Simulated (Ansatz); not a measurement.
Property card for SrCo2P2

Level of theory: DFT r2SCAN, scalar-relativistic, plane waves, PAW in Ansatz.

Plane waves to 500 eV, a k mesh through Γ of 14×14×14 on the computed 5-atom cell and Gaussian smearing (0.10 eV); collinear spin from starting moments 0 0.64 0.64 0 0 μB.

The structure is relaxed at this level of theory with its symmetry kept. Whether it is the stable form of this composition wasn't checked.

```cif
data_structure
_symmetry_space_group_name_H-M 'P 1'
_symmetry_Int_Tables_number 1
_cell_length_a 6.3223
_cell_length_b 6.3223
_cell_length_c 6.3223
_cell_angle_alpha 145.089
_cell_angle_beta 145.089
_cell_angle_gamma 50.203
_cell_volume 82.37
loop_
_atom_site_label
_atom_site_type_symbol
_atom_site_fract_x
_atom_site_fract_y
_atom_site_fract_z
_atom_site_occupancy
Sr1 Sr 0.00000 0.00000 0.00000 1
Co1 Co 0.75000 0.25000 0.50000 1
Co2 Co 0.25000 0.75000 0.50000 1
P1 P 0.34617 0.34617 0.00000 1
P2 P 0.65383 0.65383 0.00000 1
```

- Space group: I4/mmm (No. 139)
- Volume per atom: 111.2 bohr³
- Formation energy from the elements' standard states (uncorrected): -0.859 eV/atom
- Generalised Kohn–Sham band gap: none (metal)
- Density of states at the Fermi level: 2.33 states/eV per cell
- Löwdin character within 0.5 eV of the Fermi level: Co 3d 50 %, P 3p 31 %, unprojected 13 %
- Bader charges (e): Sr (1 in the cell) 1.42, Co (2 in the cell) 0.12, P (2 in the cell) -0.83
- Total moment: 1.13 μB per cell
- Site moments (μB; atoms counted from 1 over the whole cell): Co (atom 2) 0.58, Co (atom 3) 0.58

The state reached may not be the lowest one.

Only this magnetic start was tried.

Cost: 1 run of about 10 core-minutes, on Intel Xeon Platinum 8259CL (Skylake/Cascade Lake) (shared hosts).